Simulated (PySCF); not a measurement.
Compound: [1.1.1]propellane, C₅H₆.
Z-matrix (Å and degrees, PBE0-D3(BJ)/def2-SVP geometry), rows numbered from 1:
```
C 
C   1  1.5065
C   2  1.5069  1   95.99
C   3  1.5072  2   61.84  1    48.36
C   2  1.5061  1   96.02  4    48.37
H   1  1.0941  2  117.46  4  -108.06
H   1  1.0943  2  117.49  4   108.14
H   3  1.0941  2  117.43  4  -108.11
H   3  1.0941  2  117.48  4   108.14
H   5  1.0942  2  117.51  4   108.03
H   5  1.0941  2  117.50  4  -108.11
```

NICS is the negative of the GIAO shielding at a point without a nucleus: at the ring centre (0) and 1 Å above and below it (1); zz is the component along the ring normal. Level: GIAO PBE0/pcSseg-1 (PySCF, non-relativistic, gas phase) on the PBE0-D3(BJ)/def2-SVP geometry, one conformer.

Ring bond lengths (Å), with Mayer bond orders in brackets: C1–C2 1.507 (0.98), C2–C4 1.549 (0.44), C4–C1 1.507 (0.98); C2–C3 1.507 (0.98), C3–C4 1.507 (0.98), C4–C2 1.549 (0.44); C2–C4 1.549 (0.44), C4–C5 1.508 (0.98), C5–C2 1.506 (0.98).

What do the NICS probes read (ppm)?

```tsv
ring	type	NICS(0)	NICS(1), two faces	NICS(1)zz, two faces	rms pucker (Å)	centre to ring atoms, mean (Å)
C1–C2–C4	3-membered carbocycle; formal bonds all single	-60.6	-14.8 / -14.8	-30.3 / -30.3	0.00	0.88
C2–C3–C4	3-membered carbocycle; formal bonds all single	-60.6	-14.8 / -14.8	-30.3 / -30.3	0.00	0.88
C2–C4–C5	3-membered carbocycle; formal bonds all single	-60.6	-14.8 / -14.8	-30.3 / -30.3	0.00	0.88
```

What do they say, and how far can they be read as aromaticity?

- C1–C2–C4: mean NICS(1)zz -30.3 ppm, shielded. C1, C2, C4 have four or more neighbours; no verdict on aromaticity is drawn. NICS(0) lies 46 ppm below the mean NICS(1).
- C2–C3–C4: mean NICS(1)zz -30.3 ppm, shielded. C2, C3, C4 have four or more neighbours; no verdict on aromaticity is drawn. NICS(0) lies 46 ppm below the mean NICS(1).
- C2–C4–C5: mean NICS(1)zz -30.3 ppm, shielded. C2, C4, C5 have four or more neighbours, and the NICS criterion for π rings isn't applied. NICS(0) lies 46 ppm below the mean NICS(1).

List the ring angles and the Hirshfeld charges of the ring atoms.

- C1–C2–C4: C1 61.8° (-0.061 e), C2 59.1° (-0.075 e), C4 59.1° (-0.076 e); sum 180.0° against 180° for a flat convex ring.
- C2–C3–C4: C2 59.1° (-0.075 e), C3 61.8° (-0.061 e), C4 59.1° (-0.076 e); sum 180.0° against 180° for a flat convex ring.
- C2–C4–C5: C2 59.1° (-0.075 e), C4 59.0° (-0.076 e), C5 61.8° (-0.061 e); sum 180.0° against 180° for a flat convex ring.

What are the shieldings of the ring atoms and their hydrogens in the same run (means over atoms taken as equivalent)?

```
  atoms                    environment  σ isotropic (ppm)  principal values of the symmetric part, first atom (ppm)
C1 (×3)     three-membered-ring carbon              112.0                                        67.4, 125.5, 143.3
C2 (×2)  sp3 carbon at a ring junction              187.7                                       151.4, 205.5, 205.7
H6 (×6)             methylene hydrogen              29.65                                          24.6, 24.9, 39.5
```

How do the values depend on the level or the medium?

| level | NICS(0), C1–C2–C4 | mean NICS(1)zz, C1–C2–C4 | NICS(0), C2–C3–C4 | mean NICS(1)zz, C2–C3–C4 | NICS(0), C2–C4–C5 | mean NICS(1)zz, C2–C4–C5 |
| --- | --- | --- | --- | --- | --- | --- |
| PBE0/pcSseg-1, gas | -60.6 | -30.3 | -60.6 | -30.3 | -60.6 | -30.3 |
| WP04/pcSseg-2, gas | -59.6 | -29.7 | -59.6 | -29.6 | -59.6 | -29.6 |

The geometry is the same throughout.
